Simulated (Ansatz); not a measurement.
`BC#C`, charge 0, multiplicity 1.

(1) Give a relaxed structure at PBE0-D4/def2-TZVP (Ansatz 0.2.0). (An estimate is asked.)

Results:

(1) The calculation gave: 
Cartesian coordinates in Å:
```
B -1.058 -0.396 -0.088
C 0.343 0.128 0.029
C 1.473 0.551 0.122
H -1.563 -0.508 -1.163
H -1.662 -0.700 0.895
H 2.468 0.924 0.205
```
Point group C2v.
